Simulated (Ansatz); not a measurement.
A made-up structure of MgSiH3Cl, singlet:

```xyz
6
angstrom
Si 1.2778 -0.7502 0.6561
Mg -0.7384 0.4328 -0.3798
Cl 2.9575 -1.7339 1.5209
H -0.6720 0.4421 -2.0985
H -2.2234 -0.3190 0.0536
H -0.8513 2.0748 0.1195
```

It is relaxed with PBE-D4/def2-SVP and then PBE0-D4/def2-TZVP (Ansatz 0.2.0). Atoms count as bonded within 1.22 times the sum of their covalent radii (H–H: 0.88 Å). The end point is not checked to be a true minimum.

Does its bonding change? (Judge from chemistry; the calculation decides.)

By the calculation: Yes. Formed: Si1–H4, Si1–H5, Si1–H6; broken: Si1–Mg2, Mg2–H4, Mg2–H5, Mg2–H6.

Where it ends: The first stage lowers the energy by 5.33 eV in 16 steps. It ends as a complex of SiH₃Cl ([SiH3][Cl]) + Mg:
Si1  (0.348, -0.204, 0.179)
Mg2  (-2.505, 1.470, -1.287)
Cl3  (1.973, -1.158, 1.013)
H4  (0.487, -0.244, -1.296)
H5  (-0.881, -0.915, 0.602)
H6  (0.328, 1.197, 0.660)
(Å)

Labels in which every atom is bracketed show which atoms are joined, not bond orders.

For scale, one of the runs: PBE0-D4/def2-TZVP relaxation, 124 basis functions, launched by `ansatz run in.yaml --threads 2 --pin off --events-out ev --progress --plain --max-ram 4352MiB`. The run took about 12 s on 2 CPU threads of an Intel Xeon Platinum 8488C (shared host).
